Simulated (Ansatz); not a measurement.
A made-up structure of C₂H₄N (charge +1), singlet:

```tsv
atom	x (Å)	y (Å)	z (Å)
C1	-1.0319	0.3317	-0.6459
C2	0.0128	-0.0043	0.0079
N3	1.0364	-0.3332	0.6488
H4	-1.8356	-0.3858	-0.8015
H5	-1.1246	1.3375	-1.0516
H6	1.0938	-0.2099	1.6594
H7	0.3020	-0.8044	-0.6243
```

It is relaxed with PBE-D4/def2-SVP and then PBE0-D4/def2-TZVP (Ansatz 0.2.0). Atoms count as bonded within 1.22 times the sum of their covalent radii (H–H: 0.88 Å). The end point is not checked to be a true minimum.

(1) Does its bonding change? (Judge from chemistry; the calculation decides.)

Results:

(1) Computed: Yes. Formed: C1–H7; broken: C2–H7.

Where it ends: The first stage lowers the energy by 4.16 eV in 14 steps. It ends as C₂H₄N ([CH3][C][NH]), total charge +1:
```
7
angstrom
C -0.7821 0.0605 -0.8513
C 0.0809 -0.0477 0.2805
N 0.7685 -0.1332 1.1822
H -1.7537 -0.3770 -0.6014
H -0.9032 1.1180 -1.1068
H 1.3776 -0.2107 1.9826
H -0.3352 -0.4782 -1.6928
```

Labels in which every atom is bracketed show which atoms are joined, not bond orders.

For scale, one of the runs: PBE0-D4/def2-TZVP relaxation, 117 basis functions, launched by `ansatz run in.yaml --threads 2 --pin off --events-out ev --progress --plain --max-ram 4352MiB`. The run took about 7.5 s on 2 CPU threads of an Arm Neoverse V1 (shared host).
